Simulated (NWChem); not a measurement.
CH

```xyz
2

C      0.0000     0.0000     0.1620
H      0.0000     0.0000    -0.9722
```
Charge 0, spin multiplicity 2.

The numbers come from NWChem runs, not from measurements. The geometry was optimised at UPBE0/def2-SVP, a minimum by its harmonic frequencies.

This spin state was chosen for the runs; another may lie lower. The structure started from a generated list of species. The unpaired electrons of the parent sit in orbitals of symmetry b2 (C2v labels of the run); other states weren't searched. The stability of the SCF solutions was not checked.

Worked example. At M06-2X/def2-TZVP the molecule has a total energy of -38.47242 Ha and the free atoms (multiplicities C 3, H 2) H -0.49814, C -37.84251 Ha. The electronic atomisation energy is the atoms' sum less the molecule's energy.

1·(-37.84251) + 1·(-0.49814) = -38.34065 Ha for the atoms; less the molecule's energy this leaves 0.13177 Ha, or 82.7 kcal/mol (346 kJ/mol), without zero-point, thermal or spin-orbit terms.
